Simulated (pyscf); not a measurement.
H₃C–CH₂–CH₂–Br → cyclopropane + HBr, a concerted two-bond exchange (singlet surface; Br–C, C–H broken, C–C, Br–H formed). Single points on ωB97X-D3(BJ)/def2-SVP structures (PySCF, gas phase). Energies in eV from the reactant's lowest minimum found.

Small-basis levels: PySCF, no dispersion term, spherical d functions. AM1 to PM7: differences of heats of formation from MOPAC. GFN2-xTB: tblite. Cost: rough CPU time at the saddle relative to B3LYP/6-31G*+LANL2DZ, from one job on a shared machine.

```tsv
level	barrier	reaction energy	cost
HF/6-31G*+LANL2DZ	2.96	+1.46	0.08
SVWN5/6-31G*+LANL2DZ	2.74	+1.76	0.9
B3LYP/6-31G*+LANL2DZ	2.82	+1.47	1
M06-2X/6-31G*+LANL2DZ	3.05	+1.57	3
B3LYP/6-311+G**+LANL2DZ	2.79	+1.12	2
PBE/def2-SVP	3.00	+1.15	2
GFN2-xTB	2.99	+1.09	under 0.02
PM6	3.29	+0.61	under 0.02
PM7	3.42	+1.19	under 0.02
ωB97M-D3(BJ)/def2-TZVP	3.09	+1.20	–
```

Against the last row the barrier runs from -0.35 (SVWN5/6-31G*+LANL2DZ) to +0.32 eV (PM7). ωB97M-D3(BJ)/def2-TZVP has limits of its own. cyclopropane lies 0.28 eV over its isomer H₂C=CH–CH₃ (electronic energy, ωB97M-D3(BJ)). One saddle was located; it need not be the lowest between these sides. In the def2 sets elements up to Kr have no core potential.
